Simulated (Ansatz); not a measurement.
A made-up structure of AlBH$_{4}$S, closed shell:

Al1  (-0.958, 0.193, -0.319)
B2  (0.637, 0.665, 0.434)
S3  (1.512, -0.703, 0.391)
H4  (-1.274, -1.419, -0.845)
H5  (-1.839, 1.294, -0.404)
H6  (1.062, 1.766, 0.906)
H7  (0.860, -1.796, -0.164)
(Å)

It is relaxed with PBE-D4/def2-SVP and then PBE0-D4/def2-TZVP (Ansatz 0.2.0). Atoms count as bonded within 1.22 times the sum of their covalent radii (H–H: 0.88 Å). The end point is not checked to be a true minimum.

**Question.** Does its bonding change? (Judge from chemistry; the calculation decides.)

**Answer.** By the calculation: Yes. Formed: none; broken: Al1–S3.

Where it ends: The first stage lowers the energy by 2.07 eV in 9 steps. It ends as AlBH₄S ([AlH2][BH][SH]):
```xyz
7
angstrom
Al -1.1799 0.2559 -0.3884
B 0.7473 0.5735 0.4532
S 1.8811 -0.7771 0.5143
H -1.4880 -1.2328 -0.8795
H -2.3110 1.3592 -0.5696
H 1.2144 1.5734 0.9147
H 1.1362 -1.7521 -0.0448
```

Labels in which every atom is bracketed show which atoms are joined, not bond orders.

For scale, one of the runs: PBE0-D4/def2-TZVP relaxation, 129 basis functions, launched by `ansatz run in.yaml --threads 2 --pin off --events-out ev --progress --plain --max-ram 4352MiB`. Hardware: 2 CPU threads of an Arm Neoverse V1, shared host. Wall time about 17 s.
